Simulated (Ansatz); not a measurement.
Geometry optimisation, Ansatz, RKS r2SCANh-D4/6-31G*.

input.yaml

```yaml
crystal:
  periodic: [false, false, false]
  atoms:
    - { symbol: Al, position_ang: [0.0, 0.0, 0.0] }
    - { symbol: H, position_ang: [1.0441, 0.0, 1.4169] }
    - { symbol: "N", position_ang: [2.084, 0.0, 0.3891] }
    - { symbol: H, position_ang: [2.5506, -0.9179, 0.1373] }
    - { symbol: H, position_ang: [2.5353, 0.9179, 0.1109] }
    - { symbol: C, position_ang: [-1.706, 0.0, -0.985] }
    - { symbol: H, position_ang: [-2.2662, -0.9305, -0.7558] }
    - { symbol: H, position_ang: [-2.3102, 0.8797, -0.6796] }
    - { symbol: H, position_ang: [-1.5043, 0.0508, -2.0753] }
basis:
  gaussian: { orbitals: "6-31G*" }
hamiltonian:
  xc: r2scanh
  dispersion: d4
relax:
  f_tol: 0.15
  max_steps: 25
  restrain:
    - { distance: [1, 2], at: 1.06, k: 30.0 }
    - { distance: [0, 1], at: 2.76, k: 30.0 }
    - { distance: [0, 2], at: 3.12, k: 30.0 }
```

Command:

```bash
$ ansatz run input.yaml --threads 1 --pin off --max-ram 2048MiB --backend cpu --events-out ev --progress --plain --runs-dir out
```

Problem. Where does it end, and by what steps?

Solution. The forces met the threshold. The restraints hold the end off the free minimum; the threshold counts their pulls, which the force column leaves out. Restrained pairs: H2–N3 (1.46 → 1.03 Å), Al1–H2 (1.76 → 2.76 Å), Al1–N3 (2.12 → 3.12 Å). After 14 steps the energy has fallen by 2.099 eV (the restraints' own energy left out); Al1 moved furthest, 1.42 Å.

```json
{"step": "0", "energy less start (eV)": "0.0000", "largest force component (eV/Å)": "2.367", "accepted": "yes"}
{"step": "1", "energy less start (eV)": "0.7933", "largest force component (eV/Å)": "4.273", "accepted": "yes"}
{"step": "2", "energy less start (eV)": "1.3999", "largest force component (eV/Å)": "6.656", "accepted": "yes"}
{"step": "3", "energy less start (eV)": "0.6603", "largest force component (eV/Å)": "7.358", "accepted": "yes"}
{"step": "4", "energy less start (eV)": "-0.7919", "largest force component (eV/Å)": "2.523", "accepted": "yes"}
{"step": "5", "energy less start (eV)": "-1.3936", "largest force component (eV/Å)": "1.857", "accepted": "yes"}
{"step": "6", "energy less start (eV)": "-1.7969", "largest force component (eV/Å)": "1.060", "accepted": "yes"}
{"step": "7", "energy less start (eV)": "-1.8961", "largest force component (eV/Å)": "0.801", "accepted": "yes"}
{"step": "8", "energy less start (eV)": "-1.9587", "largest force component (eV/Å)": "0.736", "accepted": "yes"}
{"step": "9", "energy less start (eV)": "-1.9886", "largest force component (eV/Å)": "0.739", "accepted": "yes"}
{"step": "10", "energy less start (eV)": "-2.0363", "largest force component (eV/Å)": "0.933", "accepted": "yes"}
{"step": "11", "energy less start (eV)": "-2.0690", "largest force component (eV/Å)": "0.923", "accepted": "yes"}
{"step": "12", "energy less start (eV)": "-2.0864", "largest force component (eV/Å)": "0.906", "accepted": "yes"}
{"step": "13", "energy less start (eV)": "-2.0862", "largest force component (eV/Å)": "0.865", "accepted": "yes"}
{"step": "14", "energy less start (eV)": "-2.0993", "largest force component (eV/Å)": "0.779", "accepted": "yes"}
```

```xyz
9
Properties=species:S:1:pos:R:3
Al -0.907 0.259 1.064
H 1.832 -0.050 1.250
N 2.087 -0.064 0.249
H 1.629 -0.850 -0.196
H 1.758 0.787 -0.191
C -1.395 0.018 -0.855
H -1.779 -0.996 -1.048
H -2.209 0.705 -1.132
H -0.590 0.191 -1.582
```

Run time: 65 s on 1 thread of Arm Neoverse V1, with other jobs on the host, peak memory 0.15 GiB.
